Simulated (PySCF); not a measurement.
Compound: methyl acetate, C3H6O2.
SMILES: `COC(C)=O`

Torsions of this conformer, `[CH3:1][O:2][C:3]([CH3:4])=[O:5]`: C1–O2–C3–C4 179°.

The closed-shell ground state was solved at several levels (PySCF, density fitting, gas phase, non-relativistic). Isolated species at its GFN2-xTB geometry (one conformer only).

```csv
level,basis functions,total energy (Eh),HOMO (eV),LUMO (eV),gap (eV),dipole (D)
CAM-B3LYP/def2-SVPD,154,-268.0928,-9.59,1.23,10.82,1.97
B3LYP/pcJ-1,195,-268.4039,-7.66,0.18,7.84,1.88
```

Question: Estimate the row for PBE0/pcSseg-1, a basis of 115 functions; the other rows only guide the guess.

Answer: Total energy -268.0602 Eh, HOMO -7.94 eV, LUMO 0.47 eV, gap 8.41 eV, dipole 1.89 D.

Question: Over all these levels, which gives the widest orbital gap and which the narrowest?

Answer: CAM-B3LYP/def2-SVPD (range-separated hybrid) has the widest, 10.82 eV, and B3LYP/pcJ-1 (global hybrid, 20 % exact exchange) the narrowest, 7.84 eV. Functional and basis both differ between the two, so the spread mixes both effects.

Question: How far do the dipole and the HOMO energy spread over the levels?

Answer: The dipole runs from 1.88 to 1.97 D (mean 1.91 D) and the HOMO from -9.59 to -7.66 eV.
